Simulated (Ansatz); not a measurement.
Cost and result for the atomization energy of `CC(F)(F)C=O` (10 atoms, 9 bonds).

```xyz
10

C    -1.085    0.225   -0.452
C     0.210   -0.453   -0.152
F     0.002   -1.676    0.413
F     0.921   -0.675   -1.295
C     1.154    0.295    0.795
O     0.897    1.354    1.283
H    -0.896    1.193   -0.915
H    -1.665   -0.401   -1.130
H    -1.641    0.383    0.471
H     2.103   -0.245    0.984
```

The species carries charge 0 and has multiplicity 1. The structure was optimised at the PBE0-D4/def2-TZVP level. It is one conformer, not always the lowest. Program: Ansatz. All runs use 4 threads of an Arm Neoverse V2 on a shared host. Times are those of one run each, without the atoms' runs, and a repeat can differ threefold. Electronic energies, without spin–orbit coupling; frozen cores. CCSD(T)/CBS adds CCSD(T) − MP2 in def2-TZVPP to the MP2 limit, and its time is that of the two runs behind it. T1 = 0.013. B3LYP takes the VWN-RPA correlation (the form of Gaussian; ORCA's B3LYP/G).

CCSD(T)/CBS is a level of theory with its own doubt, some kJ/mol a heavy atom from the limit and from the frozen cores, so smaller differences don't rank the functionals.

```tsv
level	functions	wall time
PBE-D4/def2-TZVPP (with forces)	242	1.9 s
PBE0-D4/def2-TZVPP	242	2 s
B3LYP-D4/def2-TZVPP (with forces)	242	3.3 s
r2SCAN-D4/def2-TZVPP (with forces)	242	3.6 s
B2PLYP/def2-TZVPP	242	4.1 s
ωB97X-V/def2-TZVPP	242	5.5 s
ωB97M-V/def2-TZVPP (with forces)	242	8 s
MP2/def2-QZVPP	462	17 s
CCSD(T)/def2-TZVPP	242	2.5 min
CCSD(T)/CBS(def2)	–	2.8 min
```

What atomization energy does each give, and how far from CCSD(T)/CBS? (Estimate.)

Ansatz gave: 
| level | atomization (kJ/mol) | difference from CCSD(T)/CBS | per bond |
| --- | --- | --- | --- |
| PBE-D4/def2-TZVPP (with forces) | 4324.2 | 163.5 | 18.2 |
| PBE0-D4/def2-TZVPP | 4190.2 | 29.5 | 3.3 |
| B3LYP-D4/def2-TZVPP (with forces) | 4153.5 | -7.2 | -0.8 |
| r2SCAN-D4/def2-TZVPP (with forces) | 4187.3 | 26.6 | 3.0 |
| B2PLYP/def2-TZVPP | 4124.5 | -36.2 | -4.0 |
| ωB97X-V/def2-TZVPP | 4176.0 | 15.3 | 1.7 |
| ωB97M-V/def2-TZVPP (with forces) | 4180.8 | 20.1 | 2.2 |
| MP2/def2-QZVPP | 4245.3 | 84.6 | 9.4 |
| CCSD(T)/def2-TZVPP | 4052.7 | -108.0 | -12.0 |
| CCSD(T)/CBS(def2) | 4160.7 | 0.0 | 0.0 |

In def2-TZVPP, CCSD(T) changes the Hartree–Fock value by +1122.0 kJ/mol (the triples alone add +79.1 kJ/mol) and MP2 by +1251.0 kJ/mol; breaking electron pairs costs correlation energy, which Hartree–Fock lacks. The D4 term adds +26.5 kJ/mol with B3LYP and +13.8 kJ/mol with PBE0; it sums over pairs of atoms, weighted by their polarisabilities, and B3LYP, whose exchange is more repulsive, gets the larger term. From PBE to PBE0 (25 % exact exchange), in def2-TZVPP and without D4, the atomization energy moves by −131.1 kJ/mol: exact exchange takes away binding that semilocal exchange gives to molecules.
